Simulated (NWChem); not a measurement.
# Correlation energy of methyl formate (C₂H₄O₂)

```
O
C 1 1.3298
O 2 1.1970 1 125.51
H 2 1.1102 3 125.27 1 -179.99
C 1 1.4198 2 115.91 4 179.97
H 5 1.0959 1 106.37 2 -179.01
H 5 1.1000 6 110.25 1 -120.27
H 5 1.1002 6 110.19 7 -119.53
```
Charge 0, spin multiplicity 1.

All runs are NWChem calculations. All single points use one geometry, from PBE0/def2-SVP, a minimum by its harmonic frequencies. It is one conformer; others weren't searched.

Basis set: STO-3G. Each correlation energy counts from its own Hartree-Fock reference.

The correlated methods keep 4 core orbitals frozen. Coupled-cluster values serve here as a point of comparison, not as the truth.

Task: Order these methods by the correlation energy they give, lowest first: SCS-MP2, CCSD+T(CCSD), CR-CCSD[T], CCSD, MP2, CR-CCSD(T).

Result: CCSD+T(CCSD) (-254.1 mHa), CR-CCSD[T] (-252.5 mHa), CR-CCSD(T) (-251.5 mHa), CCSD (-245.7 mHa), SCS-MP2 (-214.1 mHa), MP2 (-205.1 mHa)
